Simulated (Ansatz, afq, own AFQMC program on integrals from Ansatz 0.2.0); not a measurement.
AFQMC on a folder of integrals that Ansatz 0.2.0 wrote.

```yaml
crystal:
  periodic: [false, false, false]
  atoms:
    - {symbol: Al, position_ang: [-1.063726, 0.000000, 0.000000]}
    - {symbol: H, position_ang: [-1.856650, 1.373384, 0.000000]}
    - {symbol: H, position_ang: [-1.856650, -1.373384, 0.000000]}
    - {symbol: H, position_ang: [0.820274, 0.000000, 0.000000]}
    - {symbol: N, position_ang: [2.257274, 0.000000, 0.000000]}
basis:
  gaussian: {orbitals: cc-pVTZ}
magnetization: {spin_polarized: true, initial_magnetization: 3}
correlation: {method: ccsd_t, electrons: outside_noble_gas, hamiltonian_folder: ham}
```

```sh
$ ansatz run in.yaml --threads 1 --pin off --events-out ev --progress --plain --max-ram 16896MiB --backend cuda --devices 0, --max-vram 18GiB
```

Options of the walk:

```
--method phaseless --trial hf --walkers 1000 --populations 20 --least-time 40 --time-step 0.005 --steps-per-block 20 --equilibration-blocks 112 --max-blocks 4000 --target-error 0.001 --factor-cut 1e-05 --start spin_pure --seed 8893 --taylor-order 6
```

Times are imaginary, in 1/Eh. The walk had a cap of 95 s. With eight or more populations the least sampling time is a fifth of least-time, and the error comes from their spread.

afq prints:

```
orbitals 100  electrons 7 4  factors 619 of 626
reference energy -297.99443213 Eh
CCSD correlation -0.24773517 Eh in 12 cycles, weight of the determinant in the CISD state 0.8806
energy of the start -297.995914 Eh
 block  time / (1/Eh)  mean weight  energy / Eh
     1     0.100  1.0009  -298.061382
     2     0.200  1.0011  -298.103787
     3     0.300  1.0018  -298.133717
     4     0.400  1.0013  -298.154483
     5     0.500  1.0016  -298.169898
     8     0.800  1.0003  -298.198511
    19     1.900  1.0005  -298.233468
    46     4.600  1.0008  -298.251193
    73     7.300  0.9991  -298.256641
    91     9.100  0.9991  -298.238441
   100    10.000  1.0001  -298.248152
   127    12.700  1.0002  -298.253276
   154    15.400  0.9996  -298.256828
   181    18.100  0.9997  -298.249171
   208    20.800  0.9994  -298.254251
   235    23.500  1.0001  -298.254240
   262    26.200  1.0005  -298.258805
   271    27.100  0.9995  -298.259173
   289    28.900  1.0002  -298.244992
   316    31.600  0.9991  -298.251558
   343    34.300  1.0000  -298.251585
   370    37.000  0.9988  -298.254502
   379    37.900  0.9993  -298.250977
error from the spread of 20 populations
energy -298.251308 +/- 0.000990 Eh
(rows thinned)
```

The run passed its tests (sampling time, drift between the halves within three errors, error under three times the target), which doesn't prove that it has relaxed.

Against this walk (error 26.9 meV) on the same determinant: CCSD(T) 74.3 meV higher, CCSDT(Q) 33.5 meV higher (within the noise), a separate phaseless walk with a CISD trial and standard settings 46.7 ± 27.4 meV higher (within the noise). The error is statistical and leaves out the bias of the constraint.

Cautions: constraint bias not in the error; lower spins were not checked; unrestricted determinant slightly spin contaminated (⟨S²⟩ 3.81 against 3.75).

The walk took 57 s on 1 × NVIDIA H100 80GB HBM3 with 2 threads of AMD EPYC 7R13 Processor (Zen 3), on a shared host (the card was shared). The log's last line is the phaseless energy.

CCSDT and higher add their correlation energy to the determinant of the CCSD(T) run, since their own runs factorise the integrals more tightly (a shift of under 2 meV). A walk keeps the symmetry of its determinant, which the program's search chose and which needn't be the lowest solution, so a lower state of the same spin and another symmetry isn't excluded.
